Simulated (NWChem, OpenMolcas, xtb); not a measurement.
## A ladder of methods for CH3AlO (Al(CO)H3)

The species is CH3AlO (6 atoms), meant as a singlet with charge 0. As SMILES, `[H][Al]([H])([H])<-[C-]#[O+]`. The shape comes from GFN2-xTB, which is rough for such elements, and wasn't checked as a minimum.

```xyz
6

Al   -0.1995   -0.0125   -0.7657
C     0.1788    0.4545    1.2398
O     0.5826   -0.0034    2.1854
H     1.3649   -0.1938   -0.6880
H    -0.7823    0.7850   -1.9536
H    -1.1445   -1.0297   -0.0180
```

Quantity: the dipole moment, in D. The values are calculated.

```tsv
level	kind	program	value (D)
GFN2-xTB	semi-empirical	xtb	1.53
GFN0-xTB	semi-empirical	xtb	5.62
GFN1-xTB	semi-empirical	xtb	1.27
HF/STO-3G	Hartree–Fock	NWChem	1.96
HF/3-21G	Hartree–Fock	NWChem	1.95
HF/6-31G* (spherical functions)	Hartree–Fock	NWChem	1.94
HF/def2-SVP	Hartree–Fock	NWChem	1.88
HF/ANO-RCC-VTZP (DKH2, RICD fitting)	Hartree–Fock	OpenMolcas	1.78
MN15-L/def2-SVP	meta-GGA	NWChem	1.55
B3LYP/6-31G* (Cartesian functions)	global hybrid	NWChem	1.61
```

The values span 1.27 to 5.62 D. Sets without polarisation functions give poor dipoles.
